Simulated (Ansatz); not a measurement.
Input file:

```yaml
crystal:
  periodic: [false, false, false]
  atoms:
    - {symbol: Br, position_ang: [0.084376, 0.005225, 1.743398]}
    - {symbol: Be, position_ang: [-0.080498, 0.013599, -0.202209]}
    - {symbol: H, position_ang: [-0.003878, -0.018825, -1.541189]}
basis:
  gaussian: {orbitals: cc-pVDZ}
magnetization: {spin_polarized: true, initial_magnetization: 0}
hamiltonian: {xc: {name: B3LYP}}
correlation: {method: ccsd, electrons: all}
accuracy: high
output: {forces: true}
```

```sh
$ ansatz run in.yaml --threads 1 --pin off --events-out ev --progress --plain --max-ram 2393MiB
```

Problem. Roughly how long does this take on 1 thread of Arm Neoverse V2, shared host, and how much host memory?

Solution. 37 s wall and 0.4 GiB.

```
857 factors; integrals over basis functions are off by at most 4.7e-9 eV
mean field evaluation 1: about -70465.1081 eV, gradient 7.2e0 eV
mean field evaluation 2: about -70465.1944 eV, gradient 7.3e0 eV
mean field evaluation 4: about -70465.5647 eV, gradient 1.3e0 eV
mean field evaluation 8: about -70465.5778 eV, gradient 6.4e-3 eV
mean field evaluation 16: about -70465.5778 eV, gradient 8.8e-8 eV
mean field -70465.57777746 eV, -2589.5622200376 hartree, gradient 1.1e-8 eV, S^2 0.000000; 0 other end points of the search recorded, 0 dependent functions left out
reference -70413.79261963 eV, -2587.6591505885 hartree; 20, 20 occupied and 26, 26 virtual orbitals, 857 factors
second order -5.02795923 eV of doubles, -0.21172543 eV of singles
cycle   1  -5.42519579 eV  change   -1.9e-1 eV  update   5.3e-2
cycle   2  -5.54735897 eV  change   -1.2e-1 eV  update   1.5e-2
cycle   3  -5.57735031 eV  change   -3.0e-2 eV  update   5.7e-3
cycle   4  -5.57647051 eV  change    8.8e-4 eV  update   1.0e-3
cycle   5  -5.57654659 eV  change   -7.6e-5 eV  update   3.8e-4
cycle   6  -5.57644471 eV  change    1.0e-4 eV  update   1.1e-4
cycle   7  -5.57642382 eV  change    2.1e-5 eV  update   2.9e-5
cycle   8  -5.57642877 eV  change   -5.0e-6 eV  update   8.5e-6
cycle   9  -5.57642711 eV  change    1.7e-6 eV  update   2.4e-6
cycle  10  -5.57642720 eV  change   -8.5e-8 eV  update   7.8e-7
cycle  11  -5.57642735 eV  change   -1.5e-7 eV  update   2.1e-7
cycle  12  -5.57642732 eV  change    3.1e-8 eV  update   6.6e-8
cycle  13  -5.57642733 eV  change   -1.2e-8 eV  update   2.7e-8
cycle  14  -5.57642731 eV  change    1.9e-8 eV  update   1.5e-8
cycle  15  -5.57642683 eV  change    4.8e-7 eV  update   9.6e-8
cycle  16  -5.57642678 eV  change    4.6e-8 eV  update   2.6e-8
cycle  17  -5.57642677 eV  change    1.5e-8 eV  update   6.4e-9
cycle  18  -5.57642677 eV  change  -8.3e-10 eV  update   2.0e-9
the calculation of the forces begins
Total energy: -70419.36904640 eV, -2587.8640804923 hartree
Atom 0 at     0.084376     0.005225     1.743398 Å, force    -0.085052     0.019421     0.183508 eV/Å
Atom 1 at    -0.080498     0.013599    -0.202209 Å, force     0.239157    -0.052140    -0.321967 eV/Å
Atom 2 at    -0.003878    -0.018825    -1.541189 Å, force    -0.154105     0.032720     0.138458 eV/Å
Dipole moment:    -0.067589     0.012984    -0.046697 e Å
```

Forces (eV/Å):
```
Br  -0.085  0.019  0.184
Be   0.239 -0.052 -0.322
H   -0.154  0.033  0.138
```
